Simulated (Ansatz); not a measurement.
## HCl ··· SiH3F

The pair of HCl (SMILES Cl, atoms 1–2) and SiH3F (SMILES [SiH3]F, atoms 3–7), both closed shells, in one local arrangement (a lower one may exist), relaxed at PBE0-D4/def2-TZVP:

```tsv
atom	x (Å)	y (Å)	z (Å)
Cl1	-0.2560	0.3562	-3.2361
H2	0.3773	0.3268	-2.1189
Si3	-0.0558	-0.1472	1.1131
F4	0.8697	0.1669	-0.1691
H5	0.8201	-0.1352	2.3058
H6	-0.6686	-1.4787	0.9108
H7	-1.0867	0.9112	1.1944
```

Ansatz 0.2.0; basis: def2-TZVPPD, with def2-QZVPPD for the basis limit; cores frozen in the correlated methods. B3LYP uses VWN-RPA correlation. Extrapolation: Hartree–Fock as exp(−7.88 √X), correlation as X^−2.97. Interaction energies count from these two fragments, frozen as in the pair, with the counterpoise correction; negative means bound.

(1) What is the interaction energy by CCSD(T) at an estimated basis limit (MP2 extrapolated from triple and quadruple zeta, plus CCSD(T) − MP2 in triple zeta)? (Judge from chemistry; the value comes from the calculation.)

(2) Which atoms make the shortest contact between the fragments?

No T1 diagnostic of these runs exceeds 0.012.

## Answers

(1) The calculation gives: -2.86 kcal/mol. Hartree–Fock alone gives -1.54 kcal/mol at the basis limit. It counts from the two fragments frozen as in the pair.

The same quantity by other methods in triple zeta, and each one's difference from that estimate:
| method | E_int (kcal/mol) | difference |
| --- | --- | --- |
| PBE-D4 | -3.05 | -0.18 |
| revPBE-D4 | -2.49 | 0.37 |
| BLYP-D4 | -2.81 | 0.05 |
| r2SCAN-D4 | -2.96 | -0.10 |
| B97M-V | -2.82 | 0.04 |
| PBE0-D4 | -3.06 | -0.19 |
| B3LYP-D4 | -3.06 | -0.19 |
| HSE06-D4 | -3.06 | -0.19 |
| wB97X-V | -2.81 | 0.05 |
| wB97M-V | -2.73 | 0.14 |
| B2PLYP | -2.37 | 0.50 |
| HF | -1.53 | 1.34 |
| MP2 | -2.64 | 0.23 |
| CCSD | -2.33 | 0.53 |
| CCSD(T) | -2.52 | 0.34 |
Differences are method less estimate.

(2) H2 and F4, 2.02 Å apart.

Basis-set superposition shift (counterpoise-corrected less uncorrected): CCSD(T) 0.53; MP2 0.51; HF 0.06; PBE0-D4 0.09; wB97M-V 0.07 kcal/mol.

For scale, one of the runs: CCSD(T)/def2-TZVPPD, 207 basis functions, launched by `ansatz run in.yaml --threads 2 --pin off --events-out ev --progress --plain --max-ram 5222MiB`. Hardware: 2 CPU threads of an Arm Neoverse V2, shared host. Wall time 47 s; peak host memory 2.6 GiB.
